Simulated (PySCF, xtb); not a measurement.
Li₂, SMILES [Li][Li].

GFN2-xTB (xtb 6.7.1) at its own geometry gives an orbital gap of 2.74 eV and a dipole moment of 0.00 D.

Geometry: B3LYP-D3(BJ)/def2-TZVPD.

Problem. What does B3LYP/def2-TZVPD (PySCF) give? (The exact figures need the calculation; the answer reports its results.)

Solution. gap 2.22 eV (levels -3.65 and -1.44 eV), dipole 0.00 D.
